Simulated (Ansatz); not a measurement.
Results of LDA (Ansatz, a first-principles code, plane waves, PAW) for bcc Nb.

Settings: plane-wave cutoff 500 eV, 18×18×1 k mesh (along the axes of the cell as run), Fermi–Dirac smearing 0.1 eV, scalar-relativistic PAW data made under PBE.

Problem. Give the computed surface energy of the (111) face and work function of the (111) face.

Solution. 
surface energy of the (111) face: 2.72 J/m²
work function of the (111) face: 4.13 eV

The slab of 18 atoms is relaxed and unreconstructed.

Cost on a shared machine: around 40 core-minutes (rough).
